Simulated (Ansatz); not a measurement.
Process, species as SMILES: SS (H2S2) -> 2 [SH] (HS) (the S-S bond breaks)

Wanted: bond dissociation energy (enthalpy at 298 K), in kcal/mol. Terms: non-relativistic; no dispersion term unless named; spin-orbit terms left out; UHF or UKS for open shells; valence correlation only; 6-311+G** with 5d, 6d on Na to Ar in Ansatz (an electronic-structure program); LANL2DZ with its own core potentials from Na on; six Cartesian d functions in 6-31G* and its kin unless marked 5d. Basis-set limits of correlation are two-point, X^-3; Hartree-Fock from the larger set. First-principles rows: single points at B3LYP-D3(BJ) geometries (Ansatz), with unscaled harmonic terms from B3LYP/6-31G* at its own minima.

Coupled cluster (Ansatz) is a level with limits of its own, used here on species with T1 under 0.025 (0.045 for open shells) and stable references: CCSD(T)/CBS(def2-TZVPPD,def2-QZVPPD).

Value to compare with, CCSD(T)/CBS(def2-TZVPPD,def2-QZVPPD) (Ansatz): 64.8 kcal/mol.

```
level             program  bond dissociation energy (enthalpy at 298 K) (kcal/mol)  difference
----------------  -------  -------------------------------------------------------  ----------
B3LYP/STO-3G       Ansatz                                                     73.6         8.8
B3LYP/3-21G        Ansatz                                                     35.1       -29.7
B3LYP/LANL2DZ      Ansatz                                                     29.4       -35.4
B3LYP/6-31G        Ansatz                                                     34.7       -30.1
B3LYP/6-31G*       Ansatz                                                     55.0        -9.8
B3LYP/6-31+G*      Ansatz                                                     54.1       -10.7
B3LYP/6-31G**      Ansatz                                                     54.7       -10.1
B3LYP/def2-SVP     Ansatz                                                     56.0        -8.8
B3LYP/cc-pVDZ      Ansatz                                                     55.9        -8.9
B3LYP/6-311+G**    Ansatz                                                     53.0       -11.8
B3LYP/def2-TZVPD   Ansatz                                                     59.4        -5.4
```

Among the 10 habitual levels, B3LYP/LANL2DZ lies farthest from CCSD(T)/CBS(def2-TZVPPD,def2-QZVPPD) (Ansatz) (-35.4 kcal/mol); 1 of 10 lie above it, and their mean absolute difference is 16.4 kcal/mol, the median 10.4. One case shows no general order.

The sets are all those run for this method; runs whose electronic state is in doubt are left out.
